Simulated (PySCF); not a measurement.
Gas-phase reaction: 2 SiH2(NH2)2 = N2 + 2 HSiNH2 + 6 H

Method: PySCF energies plus ideal-gas RRHO corrections (1 bar). † marks an energy on the PBE0/def2-TZVP geometry and frequencies. CCSD(T) freezes the core. Open shells (unrestricted): H (multiplicity 2); the rest are closed-shell singlets. SiH2(NH2)2, HSiNH2: computed as isolated molecules; such fragments, hydroxides, amides, oligomers or adducts are transient or little studied in the gas. CCSD(T) isn't extrapolated to the basis-set limit.

LDA/def2-TZVP† gives ΔH°(298 K) = 2010 kJ.

Question: What do PBE/def2-TZVP†, PBE0/def2-QZVP†, CCSD(T)/def2-SVP† give?

Answer: PBE/def2-TZVP†: 1746 kJ; PBE0/def2-QZVP†: 1816 kJ; CCSD(T)/def2-SVP†: 1655 kJ. For scale, ΔH°(298 K) is 2010 kJ at this level, 1809 kJ at ωB97M-V/def2-TZVP†, and runs from 1408 to 2314 kJ over the 20 levels computed.
